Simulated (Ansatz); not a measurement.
Results of LDA in Ansatz (PAW) for rock-salt TiC.

Settings: plane-wave cutoff 500 eV, 16×16×16 k mesh, Fermi–Dirac smearing 0.05 eV, no spin polarisation, scalar-relativistic PAW data made under PBE.

Computed at the level's own relaxed cell.

### Question
What does this level give for the equilibrium volume per atom and equilibrium lattice constant a?

### Answer

- equilibrium volume per atom: 9.67 Å³/atom
- equilibrium lattice constant a: 4.261 Å

Measured, for comparison: equilibrium volume per atom 10.15 Å³/atom, lattice constant a 4.33 Å (temperature not stated, not corrected to a static lattice; as tabulated in Zhang et al. (2018), doi:10.1088/1367-2630/aac7f0). Computed (rounded) less measured: equilibrium volume per atom -4.7 %, lattice constant a -1.6 %. A static lattice is as a rule a little smaller and stiffer than an uncorrected measurement, which narrows the difference in the lattice constant a and would widen misses of the other sign.

Static lattice: no zero-point or thermal effects.

It cost around 15 core-seconds (rough) of CPU time.

Ansatz is a quantum-chemistry and plane-wave program.
